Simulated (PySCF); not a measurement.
## Basis set benchmark on one molecule

Molecule: `c1cc(Cl)cs1`, C₄H₃ClS.

Geometry:
| atom | x (Å) | y (Å) | z (Å) |
| --- | --- | --- | --- |
| Cl1 | -2.194 | -1.428 | 0.181 |
| C2 | -0.834 | -0.379 | 0.059 |
| C3 | 0.509 | -0.855 | 0.023 |
| C4 | 1.403 | 0.176 | -0.075 |
| S5 | 0.621 | 1.704 | -0.123 |
| C6 | -0.933 | 0.986 | -0.011 |
| H7 | 0.778 | -1.910 | 0.067 |
| H8 | 2.489 | 0.116 | -0.121 |
| H9 | -1.839 | 1.589 | -0.001 |

Geometry PBE0-D3(BJ)/def2-SVP throughout; GIAO in PySCF, gas phase, one conformer, non-relativistic; equivalent atoms averaged; functional PBE0.

Reference values (estimated from measurements, as parent shift plus tabulated substituent increments; solution, not stated per compound (mostly CDCl3 or CCl4); Pretsch, Buehlmann, Badertscher, Structure Determination of Organic Compounds, 4th ed. (2009)): δ(H9) = 7.06 ppm, δ(H7) = 6.92 ppm, δ(H8) = 7.22 ppm. Computed shifts are taken against TMS, calculated as an isolated molecule at each level.

Question: How do the basis sets STO-3G, 6-31G, pcSseg-0, 6-31G*, def2-SVP, cc-pVDZ, pcSseg-1, aug-cc-pVDZ, 6-311+G(2d,p), def2-TZVP, cc-pVTZ, IGLO-III, pcSseg-2 perform against the reference? Times are CPU seconds on 1 thread of an Arm Neoverse V1, shared host.

Answer: 
| basis set | functions | H9 | H7 | H8 | mean abs. error H | core-s |
| --- | --- | --- | --- | --- | --- | --- |
| STO-3G | 41 | 6.46 | 6.23 | 6.64 | 0.62 | 2.8 |
| 6-31G | 68 | 6.85 | 6.93 | 7.08 | 0.12 | 5.4 |
| pcSseg-0 | 68 | 6.56 | 6.65 | 6.82 | 0.39 | 4.6 |
| 6-31G* | 98 | 6.60 | 6.73 | 6.85 | 0.34 | 7.3 |
| def2-SVP | 107 | 6.60 | 6.70 | 6.82 | 0.36 | 7 |
| cc-pVDZ | 107 | 6.79 | 6.77 | 7.03 | 0.20 | 8.5 |
| pcSseg-1 | 131 | 6.93 | 7.00 | 7.11 | 0.11 | 12 |
| aug-cc-pVDZ | 173 | 7.11 | 7.06 | 7.39 | 0.12 | 16 |
| 6-311+G(2d,p) | 196 | 7.14 | 7.10 | 7.37 | 0.14 | 18 |
| def2-TZVP | 216 | 7.09 | 7.10 | 7.34 | 0.11 | 22 |
| cc-pVTZ | 230 | 7.07 | 7.01 | 7.32 | 0.07 | 24 |
| IGLO-III | 258 | 7.09 | 7.05 | 7.31 | 0.08 | 26 |
| pcSseg-2 | 272 | 7.14 | 7.16 | 7.34 | 0.15 | 29 |

For ¹H the closest is cc-pVTZ (0.07 ppm, with IGLO-III practically level) and the furthest STO-3G (0.62 ppm). Where a smaller basis beats a larger one, errors probably cancel; the largest sets show where the functional converges. One molecule is a small sample, and vibrational and solvent effects are absent from the calculation.

A small basis that lands close on one nucleus may do so by chance; judge by the trend and by all nuclei.
